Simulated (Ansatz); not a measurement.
Rock-salt MgS, treated with G0W0@PBE (Ansatz, a first-principles code, hard PAW, contour deformation, complete-basis limit).

Settings: largest k mesh 10×10×10 (not extrapolated in the mesh).

The cell has the measured lattice: a = b = c = 5.203 Å, α = β = γ = 90.00°.

Task: Give the computed band gap.

Result: 
- band gap: 4.38 eV (indirect)

Note: cell and atoms aren't relaxed at this level; the gap holds a correction of +0.28 eV to the complete basis.

Computed values are for the static lattice.

It cost around 80 core-minutes (rough) of CPU time.
